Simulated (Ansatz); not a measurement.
## Ansatz (development build ahead of 0.2.0) run

```yaml
crystal:
  periodic: [false, false, false]
  atoms:
    - { symbol: B, position_ang: [0.0, 0.0, 0.95134] }
    - { symbol: B, position_ang: [0.0, 0.0, -0.95134] }
    - { symbol: H, position_ang: [1.07283, 0.0, 0.0] }
    - { symbol: H, position_ang: [-1.07283, 0.0, 0.0] }
    - { symbol: H, position_ang: [0.0, 1.13565, 1.58403] }
    - { symbol: H, position_ang: [0.0, -1.13565, 1.58403] }
    - { symbol: H, position_ang: [0.0, 1.13565, -1.58403] }
    - { symbol: H, position_ang: [0.0, -1.13565, -1.58403] }
basis:
  gaussian: { orbitals: def2-TZVP }
hamiltonian:
  xc: hf
correlation:
  method: mp2
  frozen_orbitals: { B: 1, H: 0 }
```

The input is written out in the form of the current development build from the run's settings.

Results

```yaml
Converged: yes
Reference_energy: -52.80241 hartree
Correlation_energy: -0.24692 hartree
Total_energy: -53.04933 hartree
Spin_squared_of_the_determinant: 0.000
```

Caution: no unrestricted run beside it, a lower state can exist.
